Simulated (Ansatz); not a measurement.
Results of r²SCAN (Ansatz, a program for electronic structure, plane waves, PAW) for Cs6Sn2P2Se14 (P-1, No. 2; cell taken from a computed entry).

Settings: plane-wave cutoff 560 eV, 6×4×4 k mesh (along the axes of the cell as run), Fermi–Dirac smearing 0.01 eV, scalar-relativistic PAW data made under PBE.

Cell (relaxed with PBEsol):

```cif
data_Cs6P2Se14Sn2
_chemical_formula_sum 'Cs6 Sn2 P2 Se14'
_space_group_name_H-M_alt 'P-1'
_space_group_IT_number 2
_space_group_name_Hall '-P 1'
_cell_length_a 7.40266
_cell_length_b 9.86266
_cell_length_c 12.19261
_cell_angle_alpha 80.132
_cell_angle_beta 88.182
_cell_angle_gamma 70.462
loop_
_space_group_symop_operation_xyz
  'x, y, z'
  '-x, -y, -z'
loop_
_atom_site_label
_atom_site_type_symbol
_atom_site_symmetry_multiplicity
_atom_site_Wyckoff_symbol
_atom_site_fract_x
_atom_site_fract_y
_atom_site_fract_z
_atom_site_occupancy
Cs1 Cs 2 i 0.34155 0.36661 0.59689 1
Cs2 Cs 2 i 0.63160 0.69161 0.01700 1
Cs3 Cs 2 i 0.96543 0.01226 0.20262 1
Sn1 Sn 2 i 0.41945 0.09633 0.35702 1
P1 P 2 i 0.21293 0.54926 0.22913 1
Se1 Se 2 i 0.70396 0.07472 0.48110 1
Se2 Se 2 i 0.51710 0.02033 0.81114 1
Se3 Se 2 i 0.06342 0.25767 0.37546 1
Se4 Se 2 i 0.00826 0.42493 0.20726 1
Se5 Se 2 i 0.14174 0.66496 0.36809 1
Se6 Se 2 i 0.15055 0.67927 0.06139 1
Se7 Se 2 i 0.49774 0.37788 0.25682 1
```

Predict the band gap, smallest direct gap on the k points sampled and Γ–Γ gap.


- band gap = 1.81 eV
- smallest direct gap on the k points sampled = 1.90 eV
- Γ–Γ gap = 1.94 eV

Note: cell and atoms aren't relaxed at this level (largest force component 0.17 eV/Å, pressure 0.7 GPa).

Spin–orbit coupling is not included.

The computed numbers hold no vibrational or temperature effects.
